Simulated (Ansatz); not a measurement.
A made-up structure of LiBH2S, closed shell:

```xyz
5
angstrom
Li 0.8125 -0.1485 0.9231
S -0.6279 -1.4701 0.0245
B -0.1979 0.1178 -0.2629
H -0.6134 0.5042 -0.8807
H 0.6267 0.9966 0.1960
```

It is relaxed with PBE-D4/def2-SVP and then PBE0-D4/def2-TZVP (Ansatz 0.2.0). Atoms count as bonded within 1.22 times the sum of their covalent radii (H–H: 0.88 Å). The end point is not checked to be a true minimum.

(1) Does its bonding change? (Judge from chemistry; the calculation decides.)

Results:

(1) Computed: No: no bond forms or breaks.

Where it ends: The first stage lowers the energy by 5.19 eV in 8 steps. It ends as LiBH₂S ([H]1[Li]2[S][BH]12):
```xyz
5
angstrom
Li 1.0360 -0.4021 1.2771
S -0.4848 -1.4508 0.1656
B -0.2685 0.1888 -0.3704
H -0.8610 0.7392 -1.2501
H 0.5784 0.9250 0.1777
```

Labels in which every atom is bracketed show which atoms are joined, not bond orders.

For scale, one of the runs: PBE0-D4/def2-TZVP relaxation, 94 basis functions, launched by `ansatz run in.yaml --threads 2 --pin off --events-out ev --progress --plain --max-ram 4352MiB`. The run took about 5.5 s on 2 CPU threads of an Arm Neoverse V2 (shared host).
